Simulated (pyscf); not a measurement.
**Four-centre exchange: Cl–SnH(Cl)–Cl + NH₃ → H₂N–Sn(Cl)(Cl)–Cl + H₂**

Gas phase, singlet surface, charge 0. Bonds broken: Sn2–H5, N6–H7. Bonds formed: Sn2–N6, H5–H7. Optimised with ωB97X-D3(BJ)/def2-SVP in PySCF.

Transition state (Å):

```xyz
9

Cl    -0.1007     2.3292    -1.0277
Sn     0.1259     0.1545    -0.2614
Cl     2.3839     0.1538     0.3551
Cl     0.1001    -1.5897    -1.7863
H     -1.9576     0.0407    -0.1962
N     -0.7073    -0.2701     1.6640
H     -1.7224    -0.1432     0.7887
H     -0.4705    -1.1853     2.0594
H     -0.5441     0.4361     2.3883
```

One imaginary mode, 1599i cm⁻¹; descent along it reached the two sides named, in the forms told below.

```csv
bond,change,reactant side (Å),saddle,product side
Sn2–H5,breaks,1.702,2.088,3.5
N6–H7,breaks,1.021,1.346,2.8
Sn2–N6,forms,2.474,2.140,2.002
H5–H7,forms,2.9,1.029,0.761
```

Electronic energies relative to the separated reactants (kcal/mol):

| level | barrier | reaction energy | reverse barrier |
|---|---|---|---|
| ωB97X-D3(BJ)/def2-TZVP | 35.7 | +2.7 | 33.0 |
| PBE/def2-TZVP | 31.6 | +4.8 | 26.8 |
| r²SCAN/def2-TZVP | 32.3 | +3.5 | 28.8 |
| B3LYP-D3(BJ)/def2-TZVP | 35.2 | +3.9 | 31.3 |
| PBE0-D3(BJ)/def2-TZVP | 33.6 | +4.9 | 28.7 |
| M06-2X/def2-TZVP | 35.1 | +0.7 | 34.4 |
| ωB97M-D3(BJ)/def2-TZVP | 37.9 | +5.0 | 32.8 |
| HF/def2-TZVP | 55.4 | +8.1 | 47.3 |

With ωB97M-D3(BJ)/def2-TZVP energies and thermal terms (ideal gas, 1 atm, RRHO with modes under 100 cm⁻¹ raised to 100, one conformer, R ln 2 for rigid chiral ones), in kcal/mol:

```csv
T (K),ΔH‡,ΔG‡,ΔH,ΔG
298,35.5,45.6,+2.1,+3.0
600,35.9,55.8,+3.5,+3.4
900,36.8,65.5,+4.6,+3.0
1200,37.7,75.0,+5.4,+2.4
```

On the reactant side the descent ends in an adduct with a N–Sn contact (not fully relaxed), 14.8 kcal/mol under the separated species and 50.5 kcal/mol under the saddle at ωB97X-D3(BJ)/def2-TZVP. What is counted as formed (N–Sn) is already present as a longer contact in the reactant adduct; forming that adduct is a step of its own. At the saddle there is also a short H–Sn contact that neither side keeps. One saddle was located; it need not be the lowest between these sides. Elements past Kr carry the def2 core potentials, without spin-orbit coupling.
